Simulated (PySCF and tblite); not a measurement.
Results of a calculation; reference values are marked as such.
C3H6O, numbered as in [OH:1][CH:2]1[CH2:3][CH2:4]1.

Free energies: PBE0-D3(BJ)/def2-TZVP (IEF-PCM, chloroform) on PBE0-D3(BJ)/def2-SVP structures plus GFN2-xTB thermal terms, symmetry and mirror images included. Conformers within 3 kcal/mol (GFN2-xTB free energy) were kept, 8 at most. Couplings: B3LYP/pcJ-1 (gas phase; spin-dipole term only for pairs with B, N, F, Si or P). Couplings are for ¹³C, ¹H, ¹⁷O. Of two unlike H on one atom, a is the less shielded (WP04/pcSseg-1 (IEF-PCM, chloroform)). Run with PySCF (density fitting) and tblite.

Torsions listed: H1–O1–C2–C3. Of a mirror pair one member is shown.

```
conformer  shape  weight %
        1   146°      97.9
        2    37°       2.1
```

Dihedral angles along the coupling paths:

```csv
coupling,conformer,dihedral (°)
"³J(H1,H2)",1,-71
"³J(H1,H2)",2,180
"³J(H3a,H4a)",1,1
"³J(H3a,H4a)",2,0
"³J(H3b,H4b)",1,0
"³J(H3b,H4b)",2,0
```

Problem. What are these vicinal couplings in each conformer, and averaged?

Solution. 
```
   coupling  conformer  dihedral (°)  J (Hz)  average (Hz)
  ³J(H1,H2)          1           -71    -0.4           0.0
  ³J(H1,H2)          2           180    16.7           0.0
³J(H3a,H4a)          1             1    12.5          12.5
³J(H3a,H4a)          2             0    12.8          12.5
³J(H3b,H4b)          1             0    11.1          11.1
³J(H3b,H4b)          2             0    11.7          11.1
```
